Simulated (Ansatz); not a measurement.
Calculated with Ansatz (gas phase, PBE0-D4/def2-TZVP geometries, no zero-point term in ΔE). CCSD(T)/CBS adds triple-zeta CCSD(T) − MP2 to the extrapolated MP2 energy (def2 sets, frozen cores). This one scheme is used for every species. One conformer a species, not always the lowest.

Consider the formal hydrolysis of a C–F bond: `NC1(F)C=N1` + H₂O → `NC1(O)C=N1` + H–F.

`NC1(F)C=N1`:

```xyz
8

N     1.129   -0.135    0.547
C    -0.019    0.371   -0.086
F     0.156    1.697   -0.325
C    -0.947   -0.359   -0.865
N    -1.396   -0.010    0.268
H     0.991   -1.089    0.848
H     1.379    0.437    1.345
H    -1.293   -0.912   -1.732
```

H₂O:

Cartesian coordinates in Å:
```
O -0.046 -0.385 -0.037
H 0.607 0.169 -0.470
H -0.561 0.215 0.507
```

`NC1(O)C=N1`:

Z-matrix (Å, degrees):
```
C
O 1 1.380
C 1 1.426 2 123.1
N 1 1.408 2 108.5 3 -156.3
N 1 1.495 2 117.3 3 59.9
H 2 0.961 1 107.9 3 -40.9
H 3 1.088 1 156.2 2 -79.9
H 4 1.012 1 110.5 2 -46.5
H 4 1.009 1 111.6 2 -169.2
```

H–F:

Cartesian coordinates in Å:
```
F -0.449 -0.075 0.064
H 0.449 0.075 -0.064
```

| species | MP2/def2-SVP energy (Eh) |
| --- | --- |
| `NC1(F)C=N1` | -286.28243 |
| H₂O | -76.16208 |
| `NC1(O)C=N1` | -262.31418 |
| H–F | -100.13197 |

Problem. Work out ΔE.

Solution. ΔE = (-262.31418) + (-100.13197) − (-286.28243) − (-76.16208) = -0.00164 Eh = -4.3 kJ/mol. CCSD(T)/CBS gives -2.2 kJ/mol.

Largest T1 diagnostic among the species: 0.012.

Leaving LDA and LC-ωPBE aside and taking each functional with its dispersion term where it has one, the values, not all of them listed here, spread over 8.5 kJ/mol, from PBE-QIDH to B97M-V. LDA lies −5.3 kJ/mol from PBE without D4. In def2-TZVPP, CCSD(T) changes the Hartree–Fock value by −11.8 kJ/mol (the triples alone add −1.9 kJ/mol) and MP2 by −16.6 kJ/mol. The D4 term adds −3.2 kJ/mol with B3LYP and −1.7 kJ/mol with PBE0; it sums over pairs of atoms, weighted by their polarisabilities, and B3LYP, whose exchange is more repulsive, gets the larger term.

B3LYP here is the variant with VWN-RPA as its local correlation; programs differ in this.
